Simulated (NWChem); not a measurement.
Program: NWChem. System: water (H₂O), charge 0, spin multiplicity 1, at a geometry optimised with PBE/def2-SVP. Level: EOM-CCSD/def2-SVPD, 1 core orbitals frozen.

Job file:

```
start mol
memory heap 100 mb stack 700 mb global 1900 mb
geometry units angstroms nocenter noautoz
  O      0.000000     0.000000     0.122623
  H      0.757688     0.000000    -0.490493
  H     -0.757688     0.000000    -0.490493
  symmetry group C2v
end
basis spherical
  * library def2-svpd
end
scf
  rhf
  nopen 0
  maxiter 100
  thresh 1e-7
  semidirect memsize 60000000 filesize 0
end
tce
  freeze core 1
  ccsd
  nroots 1
  2eorb
  2emet 13
  thresh 1e-5
  maxiter 200
  tilesize 24
end
task tce energy
```

Part of the output:

```
             Northwest Computational Chemistry Package (NWChem) 7.3.0
             --------------------------------------------------------

                                NWChem Input Module
                                -------------------

 Scaling coordinates for geometry "geometry" by  1.889725989
 (inverse scale =  0.529177249)

 Turning off AUTOSYM since
 SYMMETRY directive was detected!

                             Geometry "geometry" -> ""
                             -------------------------

 Output coordinates in angstroms (scale by  1.889725989 to convert to a.u.)

  No.       Tag          Charge          X              Y              Z
 ---- ---------------- ---------- -------------- -------------- --------------
    1 O                    8.0000     0.00000000     0.00000000     0.12262300
    2 H                    1.0000     0.75768800     0.00000000    -0.49049300
    3 H                    1.0000    -0.75768800     0.00000000    -0.49049300

 Effective nuclear repulsion energy (a.u.)       9.0359850017

            Nuclear Dipole moment (a.u.)
            ----------------------------
        X                 Y               Z
 ---------------- ---------------- ----------------
     0.0000000000     0.0000000000    -0.0000037795

      Symmetry information
      --------------------

 Group name             C2v
 Group number             16
 Group order               4
 No. of unique centers     2

      Symmetry unique atoms

     1    2


 Summary of "ao basis" -> "" (spherical)
 ------------------------------------------------------------------------------
       Tag                 Description            Shells   Functions and Types
 ---------------- ------------------------------  ------  ---------------------
 *                         def2-svpd                  on all atoms

 Summary of "ao basis" -> "ao basis" (spherical)
 ------------------------------------------------------------------------------
       Tag                 Description            Shells   Functions and Types
 ---------------- ------------------------------  ------  ---------------------
 O                         def2-svpd                 9       23   4s3p2d
 H                         def2-svpd                 4        8   2s2p

                                 NWChem SCF Module
                                 -----------------

  ao basis        = "ao basis"
  functions       =    39
  atoms           =     3
  closed shells   =     5
  open shells     =     0
  charge          =   0.00
  wavefunction    = RHF
  use symmetry    = T
  symmetry adapt  = T

 Summary of "ao basis" -> "ao basis" (spherical)
 ------------------------------------------------------------------------------
       Tag                 Description            Shells   Functions and Types
 ---------------- ------------------------------  ------  ---------------------
 O                         def2-svpd                 9       23   4s3p2d
 H                         def2-svpd                 4        8   2s2p

      Symmetry analysis of basis
      --------------------------

        a1         17
        a2          4
        b1         11
        b2          7

 Forming initial guess at       0.1s

      Superposition of Atomic Density Guess
      -------------------------------------

 Sum of atomic energies:         -75.69284011

      Non-variational initial energy
      ------------------------------

 Total energy =     -75.832894
 1-e energy   =    -121.311730
 2-e energy   =      36.442851
 HOMO         =      -0.480981
 LUMO         =       0.043342

      Symmetry analysis of molecular orbitals - initial
      -------------------------------------------------

  Numbering of irreducible representations:

     1 a1          2 a2          3 b1          4 b2

  Orbital symmetries:

     1 a1          2 a1          3 b1          4 a1          5 b2
     6 a1          7 b1          8 a1          9 b2         10 b1
    11 a1         12 a2         13 a1         14 b2         15 a1

 Starting SCF solution at       0.2s

 ----------------------------------------------
         Quadratically convergent ROHF

 Convergence threshold     :          1.000E-07
 Maximum no. of iterations :          100
 Final Fock-matrix accuracy:          1.000E-09
 ----------------------------------------------

              iter       energy          gnorm     gmax       time
             ----- ------------------- --------- --------- --------
                 1      -75.9364204908  8.31D-01  2.78D-01      0.2
                 2      -75.9700480780  1.78D-01  6.80D-02      0.2
                 3      -75.9723772316  1.61D-02  5.63D-03      0.2
                 4      -75.9724008115  6.35D-05  1.99D-05      0.3
                 5      -75.9724008118  3.80D-09  1.35D-09      0.3

       Final RHF  results
       ------------------

         Total SCF energy =    -75.972400811831
      One-electron energy =   -122.590849671694
      Two-electron energy =     37.582463858212
 Nuclear repulsion energy =      9.035985001651

        Time for solution =      0.1s

       Symmetry analysis of molecular orbitals - final
       -----------------------------------------------

  Numbering of irreducible representations:

     1 a1          2 a2          3 b1          4 b2

  Orbital symmetries:

     1 a1          2 a1          3 b1          4 a1          5 b2
     6 a1          7 b1          8 b2          9 a1         10 b1
    11 a1         12 a2         13 a1         14 b2         15 b1

             Final eigenvalues
             -----------------

              1
[...]
   0.0388818016317   0.3765404891605   10.24619     0.6     0.6

 Iteration   5 using    5 trial vectors
   0.0224964931177   0.3746222063119   10.19399     0.7     0.7

 Iteration   6 using    6 trial vectors
   0.0147283270941   0.3742487045039   10.18383     0.6     0.6

 Iteration   7 using    7 trial vectors
   0.0106810645187   0.3739905192119   10.17680     0.6     0.6

 Iteration   8 using    8 trial vectors
   0.0073345218963   0.3739274789995   10.17509     0.6     0.6

 Iteration   9 using    9 trial vectors
   0.0051497937663   0.3739596111611   10.17596     0.3     0.3

 Iteration  10 using   10 trial vectors
   0.0031451569593   0.3739103661415   10.17462     0.3     0.3

 Iteration  11 using   11 trial vectors
   0.0015657707926   0.3738759981177   10.17369     0.3     0.3

 Iteration  12 using   12 trial vectors
   0.0008574767426   0.3738682777730   10.17348     0.3     0.3

 Iteration  13 using   13 trial vectors
   0.0004189518598   0.3738719215496   10.17358     0.4     0.4

 Iteration  14 using   14 trial vectors
   0.0001647227916   0.3738742804143   10.17364     0.3     0.3

 Iteration  15 using   15 trial vectors
   0.0000721606493   0.3738740842053   10.17364     0.3     0.3

 Iteration  16 using   16 trial vectors
   0.0000375630942   0.3738744182939   10.17364     0.3     0.3

 Iteration  17 using   17 trial vectors
   0.0000180327603   0.3738742825922   10.17364     0.3     0.3

 Iteration  18 using   18 trial vectors
   0.0000062214514   0.3738742966021   10.17364     0.3     0.3
 --------------------------------------------------------------
 Iterations converged
 ------------------

 Excited state root  1
 Excitation energy / hartree =        0.373874296602094
                   / eV      =       10.173641576448457
 largest EOMCCSD amplitudes: R1 and R2

 Singles contributions
     6a1  (alpha) ---     4a1  (alpha)        0.8861274378
     9a1  (alpha) ---     4a1  (alpha)        0.1323825102
    13a1  (alpha) ---     4a1  (alpha)       -0.1010657988
    16a1  (alpha) ---     4a1  (alpha)       -0.1692608701
     8b2  (alpha) ---     5b2  (alpha)        0.1906503194

 Doubles contributions

 =========================================
 Excited-state calculation ( a2  symmetry)
 =========================================
 Dim. of EOMCC iter. space      500

 EOMCCSD SOLVER TYPE  1
  maxdiff =   0.65451992263847392

 No. of initial right vectors    1

 EOM-CCSD right-hand side iterations
 --------------------------------------------------------------
      Residuum       Omega / hartree  Omega / eV    Cpu    Wall
 --------------------------------------------------------------

 Iteration   1 using    1 trial vectors
   0.6283600481617   0.5058727108382   13.76550     0.5     0.5

 Iteration   2 using    2 trial vectors
   0.1022846613683   0.3753147992862   10.21284     0.3     0.3

 Iteration   3 using    3 trial vectors
   0.0718984559629   0.3677687270217   10.00750     0.3     0.3

 Iteration   4 using    4 trial vectors
   0.0481537507030   0.3616970087654    9.84228     0.3     0.3

 Iteration   5 using    5 trial vectors
   0.0375192858625   0.3575793756616    9.73023     0.3     0.3

 Iteration   6 using    6 trial vectors
   0.0219403033667   0.3568747417795    9.71106     0.3     0.3

 Iteration   7 using    7 trial vectors
   0.0090571102145   0.3566741589923    9.70560     0.3     0.3

 Iteration   8 using    8 trial vectors
   0.0030274363873   0.3567510568345    9.70769     0.3     0.3

 Iteration   9 using    9 trial vectors
   0.0010420817268   0.3567404799731    9.70741     0.3     0.3

 Iteration  10 using   10 trial vectors
   0.0003582178120   0.3567366370099    9.70730     0.3     0.3

 Iteration  11 using   11 trial vectors
   0.0001006352590   0.3567354532296    9.70727     0.3     0.3

 Iteration  12 using   12 trial vectors
   0.0000319696689   0.3567342791133    9.70724     0.3     0.3

 Iteration  13 using   13 trial vectors
   0.0000137673886   0.3567340957592    9.70723     0.3     0.3

 Iteration  14 using   14 trial vectors
   0.0000063304315   0.3567341801767    9.70724     0.3     0.3
 --------------------------------------------------------------
 Iterations converged
 ------------------

 Excited state root  1
 Excitation energy / hartree =        0.356734180176720
                   / eV      =        9.707235079197494
 largest EOMCCSD amplitudes: R1 and R2

 Singles contributions
     7b1  (alpha) ---     5b2  (alpha)        0.8505819407
    10b1  (alpha) ---     5b2  (alpha)        0.3398770232
    17b1  (alpha) ---     5b2  (alpha)       -0.2296253713

 Doubles contributions

 =========================================
 Excited-state calculation ( b1  symmetry)
 =========================================
 Dim. of EOMCC iter. space      500

 EOMCCSD SOLVER TYPE  1
  maxdiff =   0.73026970893841869

 No. of initial right vectors    1

 EOM-CCSD right-hand side iterations
 --------------------------------------------------------------
      Residuum       Omega / hartree  Omega / eV    Cpu    Wall
 --------------------------------------------------------------

 Iteration   1 using    1 trial vectors
   0.6202424538693   0.5858965830615   15.94306     0.5     0.5

 Iteration   2 using    2 trial vectors
   0.1043439984719   0.4632286625777   12.60510     0.3     0.3

 Iteration   3 using    3 trial vectors
   0.0674043446649   0.4561339104647   12.41204     0.3     0.3

 Iteration   4 using    4 trial vectors
   0.0390882231451   0.4521088840770   12.30251     0.3     0.3

 Iteration   5 using    5 trial vectors
   0.0319688968579   0.4492383969233   12.22440     0.2     0.2

 Iteration   6 using    6 trial vectors
   0.0207604049287   0.4485960867893   12.20693     0.3     0.3

 Iteration   7 using    7 trial vectors
   0.0111937109341   0.4483920204717   12.20137     0.3     0.3

 Iteration   8 using    8 trial vectors
   0.0049399894217   0.4483474501410   12.20016     0.4     0.4

 Iteration   9 using    9 trial vectors
   0.0024101451306   0.4483559766004   12.20039     0.3     0.3

 Iteration  10 using   10 trial vectors
   0.0019459037364   0.4483245458805   12.19954     0.3     0.3

 Iteration  11 using   11 trial vectors
   0.0015688756523   0.4483314641995   12.19973     0.3     0.3

 Iteration  12 using   12 trial vectors
   0.0008006780538   0.4483246028788   12.19954     0.3     0.3

 Iteration  13 using   13 trial vectors
   0.0002856454566   0.4483233087674   12.19950     0.3     0.3

 Iteration  14 using   14 trial vectors
   0.0001132743516   0.4483250494110   12.19955     0.4     0.4

 Iteration  15 using   15 trial vectors
   0.0000658277772   0.4483246897406   12.19954     0.3     0.3

 Iteration  16 using   16 trial vectors
   0.0000606096799   0.4483251057879   12.19955     0.3     0.3

 Iteration  17 using   17 trial vectors
   0.0000435061090   0.4483250247430   12.19955     0.3     0.3

 Iteration  18 using   18 trial vectors
   0.0000236382216   0.4483248384604   12.19954     0.3     0.3

 Iteration  19 using   19 trial vectors
   0.0000109096738   0.4483248118309   12.19954     0.3     0.3

 Iteration  20 using   20 trial vectors
   0.0000037344783   0.4483248836391   12.19955     0.3     0.3
 --------------------------------------------------------------
 Iterations converged
 ------------------

 Excited state root  1
 Excitation energy / hartree =        0.448324883639147
                   / eV      =       12.199545990191245
 largest EOMCCSD amplitudes: R1 and R2

 Singles contributions
     7b1  (alpha) ---     4a1  (alpha)        0.8823788586
    10b1  (alpha) ---     4a1  (alpha)        0.2558843145
    17b1  (alpha) ---     4a1  (alpha)       -0.1970527918

 Doubles contributions

 =========================================
 Excited-state calculation ( b2  symmetry)
 =========================================
 Dim. of EOMCC iter. space      500

 EOMCCSD SOLVER TYPE  1
  maxdiff =   0.60341989922504524

 No. of initial right vectors    1

 EOM-CCSD right-hand side iterations
 --------------------------------------------------------------
      Residuum       Omega / hartree  Omega / eV    Cpu    Wall
 --------------------------------------------------------------

 Iteration   1 using    1 trial vectors
   0.6530523241720   0.4299670681357   11.70000     0.4     0.4

 Iteration   2 using    2 trial vectors
   0.1199258487665   0.2956339776588    8.04461     0.3     0.3

 Iteration   3 using    3 trial vectors
   0.0597091914753   0.2880030718751    7.83697     0.3     0.3

 Iteration   4 using    4 trial vectors
   0.0285769491223   0.2845083838114    7.74187     0.3     0.3

 Iteration   5 using    5 trial vectors
   0.0118900846237   0.2834846012579    7.71401     0.3     0.3

 Iteration   6 using    6 trial vectors
   0.0055956706425   0.2833658490766    7.71078     0.3     0.3

 Iteration   7 using    7 trial vectors
   0.0026370064121   0.2833090976082    7.70924     0.3     0.3

 Iteration   8 using    8 trial vectors
   0.0011932430333   0.2833457821988    7.71023     0.3     0.3

 Iteration   9 using    9 trial vectors
   0.0005988536503   0.2833514515335    7.71039     0.3     0.3

 Iteration  10 using   10 trial vectors
   0.0003193116404   0.2833531231697    7.71043     0.3     0.3

 Iteration  11 using   11 trial vectors
   0.0001269556807   0.2833503897475    7.71036     0.3     0.3

 Iteration  12 using   12 trial vectors
   0.0000586454117   0.2833487167108    7.71031     0.3     0.3

 Iteration  13 using   13 trial vectors
   0.0000302480256   0.2833490497491    7.71032     0.3     0.3

 Iteration  14 using   14 trial vectors
   0.0000120135647   0.2833492068951    7.71033     0.3     0.3

 Iteration  15 using   15 trial vectors
   0.0000034793629   0.2833492157546    7.71033     0.3     0.3
 --------------------------------------------------------------
 Iterations converged
 ------------------

 Excited state root  1
 Excitation energy / hartree =        0.283349215754638
                   / eV      =        7.710327744523815
 largest EOMCCSD amplitudes: R1 and R2

 Singles contributions
     6a1  (alpha) ---     5b2  (alpha)        0.9083571685
    13a1  (alpha) ---     5b2  (alpha)       -0.1435580181
    16a1  (alpha) ---     5b2  (alpha)       -0.1791569744

 Doubles contributions

 Task  times  cpu:       25.5s     wall:       25.5s

 Total times  cpu:       25.6s     wall:       25.6s
```
